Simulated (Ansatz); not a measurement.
Several settings on one geometry of the cluster BC2 (the lowest doublet isomer of a short search) (that of the charge 0 doublet, PBE0-D4/def2-TZVP). Ansatz on 4 threads of Arm Neoverse V1 on a shared host; times are rough.

Cartesian coordinates in Å:
```
B -1.0238 0.8514 0.1485
C 0.0265 -0.0179 -0.0035
C 0.9973 -0.8336 -0.1451
```

Totals from different functionals, basis sets or treatments of relativity can't be compared as stabilities.

The 6-31G sets use Cartesian d functions. Correlated methods freeze no core orbitals.

Scalar relativity in a set contracted without it gives distorted totals.

(1) Give the basis size and estimate the energy, ⟨S²⟩, dipole and time of these runs.

```tsv
run	method	charge	state	further keys
1	UKS CAM-B3LYP/6-31G*	0	doublet	pseudopotentials: {relativity: scalar}; scf: {omitted_lower_state_checks: [starts]}; forces asked
2	UKS SVWN5/pcseg-2	0	doublet	fitting: {mean_field: cc-pVTZ-jkfit}; scf: {lower_state_search: off}; forces asked
3	UKS PBE, rpa/cc-pVDZ	0	doublet	electrons: all; scf: {omitted_lower_state_checks: [starts]}
```

Answers

(1) 
```
run  functions  energy (Eh)  ⟨S²⟩  dipole (D)  wall time
  1         45    -100.7637  0.78        3.42      0.5 s
  2         90     -99.8385  0.77        3.21     0.25 s
  3         42    -100.6552  0.77           –     0.35 s
```
